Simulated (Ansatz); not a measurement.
**CH6OSi: molecular dynamics**

Aim: follow the molecule's vibrations and see whether its bonds hold. The start is relaxed first. Runs: 300 steps of 1 fs at constant energy, with velocities drawn for 400 K. SMILES of the start: C[SiH2]O.

All numbers below are computed with Ansatz 0.2.0 (RKS r2SCAN/cc-pVDZ).

## (1) The system as given

Bond lengths: Si1–C2 1.870 Å, C2–H3 1.110 Å, C2–H4 1.110 Å, C2–H5 1.110 Å, Si1–O6 1.680 Å, O6–H7 1.010 Å, Si1–H8 1.459 Å, Si1–H9 1.459 Å. Angles: Si1–C2–H3 109.5°, Si1–C2–H4 109.5°, Si1–C2–H5 109.5°, H3–C2–H4 109.4°, H3–C2–H5 109.4°, H4–C2–H5 109.4°, C2–Si1–O6 109.4°, C2–Si1–H8 109.5°, C2–Si1–H9 109.5°, O6–Si1–H8 109.5°, O6–Si1–H9 109.5°, H8–Si1–H9 109.5°, Si1–O6–H7 109.5°.

As a file:

```xyz
9

Si    0.0000    0.0000    0.0000
C     0.0000    0.0000    1.8700
H    -0.9996   -0.3092    2.2405
H     0.7676   -0.7111    2.2405
H     0.2320    1.0203    2.2405
O     1.5842    0.0000   -0.5594
H     1.9006   -0.9521   -0.6761
H    -0.6877    1.1914   -0.4862
H    -0.6877   -1.1914   -0.4862
```

## (2) Relaxing the start

The input, input.yaml:

```yaml
crystal:
  periodic: [false, false, false]
  atoms:
    - { symbol: Si, position_ang: [0.0, 0.0, 0.0] }
    - { symbol: C, position_ang: [0.0, 0.0, 1.87] }
    - { symbol: H, position_ang: [-0.9996, -0.3092, 2.2405] }
    - { symbol: H, position_ang: [0.7676, -0.7111, 2.2405] }
    - { symbol: H, position_ang: [0.232, 1.0203, 2.2405] }
    - { symbol: O, position_ang: [1.5842, 0.0, -0.5594] }
    - { symbol: H, position_ang: [1.9006, -0.9521, -0.6761] }
    - { symbol: H, position_ang: [-0.6877, 1.1914, -0.4862] }
    - { symbol: H, position_ang: [-0.6877, -1.1914, -0.4862] }
basis:
  gaussian: { orbitals: cc-pVDZ }
hamiltonian:
  xc: r2scan
relax:
  f_tol: 0.02
  max_steps: 40
```

Command:

```
$ ansatz run input.yaml --threads 1 --pin off --max-ram 2048MiB --backend cpu --events-out ev --progress --plain --runs-dir out
```

Further steps of the session: Dynamics.

What does the calculation give? Wanted: relaxation of the start; temperature, first and last step; temperature, second half; potential energy, second half; largest change of the total energy; bonds formed or broken.

The runs gave:

| quantity | value |
| --- | --- |
| relaxation of the start | 5 moves, 0.136 eV lower |
| length | 300 steps of 1 fs |
| temperature, first and last step | 400 and 222 K |
| temperature, second half | mean 210 K, from 105 to 329 K |
| potential energy, second half | +20 meV/atom from the start |
| largest change of the total energy | 1.45 meV/atom |
| bonds formed or broken | 0 |

In words: The temperature starts at 400 K and averages 210 K in the second half, where it ranges from 105 to 329 K; a mean near half the start is what vibrations about a minimum give, since they share energy equally between motion and strain. The total energy strays from its start by at most 1.45 meV/atom, 7.0 % of the mean kinetic energy, which is poor: the step of 1 fs is too long for the fastest motion. No bond forms or breaks. A run of 300 fs with 9 atoms shows the motion but fixes no equilibrium value. The nuclei move classically, without zero-point motion, which matters most for hydrogen.
